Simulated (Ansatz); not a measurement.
**C₅H₅F: a ladder of functionals and wavefunction methods**

The task here is to estimate one member of a computed series from the others.

Program: Ansatz 0.2.0, Gaussian basis. Level of theory: functionals in def2-TZVPP, the program's frozen cores in correlated methods. These are calculated values, not measurements.

Levels to be run: PBE-D4, r2SCAN-D4, PBE0-D4, B3LYP-D4, ωB97X-V, ωB97M-V, B2PLYP; CCSD(T)/def2-TZVPP; MP2/def2-QZVPP; extrapolation to the limit.

## The geometry

An earlier PBE0-D4 in a triple-zeta def2 set relaxation fixed the geometry.

SMILES `FC1=CC=CC1`, 11 atoms, charge 0, spin multiplicity 1.

Atoms are counted from 1 here; the program's logs count them from 0.

Bond lengths: F1–C2 1.328 Å, C2–C3 1.336 Å, C2–C6 1.487 Å, C3–C4 1.462 Å, C3–H7 1.080 Å, C4–C5 1.342 Å, C4–H8 1.082 Å, C5–C6 1.496 Å, C5–H9 1.080 Å, C6–H10 1.096 Å, C6–H11 1.096 Å. Angles: F1–C2–C3 127.2°, F1–C2–C6 120.9°, C3–C2–C6 111.9°, C2–C3–C4 106.8°, C2–C3–H7 126.7°, C4–C3–H7 126.5°, C3–C4–C5 110.3°, C3–C4–H8 123.8°, C5–C4–H8 125.9°, C4–C5–C6 109.1°, C4–C5–H9 127.0°, C6–C5–H9 123.9°, C2–C6–C5 101.8°, C2–C6–H10 111.5°, C2–C6–H11 111.5°, C5–C6–H10 112.7°, C5–C6–H11 112.7°, H10–C6–H11 106.7°.

Set-up of the first run:

File in.yaml:

```yaml
crystal:
  periodic: [false, false, false]
  atoms:
    - {symbol: F, position_ang: [2.044296, 0.298043, -1.326869]}
    - {symbol: C, position_ang: [0.994440, 0.047158, -0.552437]}
    - {symbol: C, position_ang: [0.894490, -0.893117, 0.392002]}
    - {symbol: C, position_ang: [-0.445401, -0.775651, 0.964854]}
    - {symbol: C, position_ang: [-1.122967, 0.216717, 0.367221]}
    - {symbol: C, position_ang: [-0.253297, 0.845952, -0.674694]}
    - {symbol: H, position_ang: [1.655797, -1.603739, 0.678621]}
    - {symbol: H, position_ang: [-0.818729, -1.409888, 1.758247]}
    - {symbol: H, position_ang: [-2.133202, 0.534048, 0.581215]}
    - {symbol: H, position_ang: [-0.069541, 1.910260, -0.485557]}
    - {symbol: H, position_ang: [-0.680286, 0.773216, -1.682005]}
basis:
  gaussian: {orbitals: def2-TZVPP}
hamiltonian: {xc: pbe, dispersion: d4}
output: {forces: true, orbitals: {seedname: orbitals}}
```

Started as:

```console
$ ansatz run in.yaml --threads 4 --pin off --events-out ev --progress --plain --max-ram 10444MiB
```

Steps of the session up to this table: PBE-D4 (GGA); r2SCAN-D4 (meta-GGA); PBE0-D4 (hybrid); B3LYP-D4 (hybrid); ωB97X-V (range-separated); ωB97M-V (range-separated); B2PLYP (double hybrid); CCSD(T) in def2-TZVPP; MP2 in def2-QZVPP.

One of the session's tables, all rows but one given; the rest of the session is left out.

| method | atomisation energy (kJ/mol) |
| --- | --- |
| PBE-D4 | 5165.0 |
| r2SCAN-D4 | 5005.7 |
| PBE0-D4 | 5051.8 |
| B3LYP-D4 | 4971.5 |
| ωB97X-V | 4976.2 |
| ωB97M-V | 4989.1 |
| B2PLYP | ? |
| HF/def2-TZVPP | 3633.9 |
| MP2/def2-TZVPP | 4977.1 |
| CCSD/def2-TZVPP | 4749.6 |
| CCSD(T)/def2-TZVPP | 4841.6 |
| MP2/CBS | 5094.7 |
| CCSD(T)/CBS | 4959.2 |

Q: Estimate the row for B2PLYP from the others.

As computed: atomisation energy (kJ/mol): 4931.0. In the column «atomisation energy (kJ/mol)» it lies between CCSD(T)/def2-TZVPP (4841.6) and CCSD(T)/CBS (4959.2).

Limits of these values: Free atoms (1 F, 5 C, 5 H) were run apart at each level; the atomisation energy is their sum less the molecule, without zero-point or spin-orbit terms.
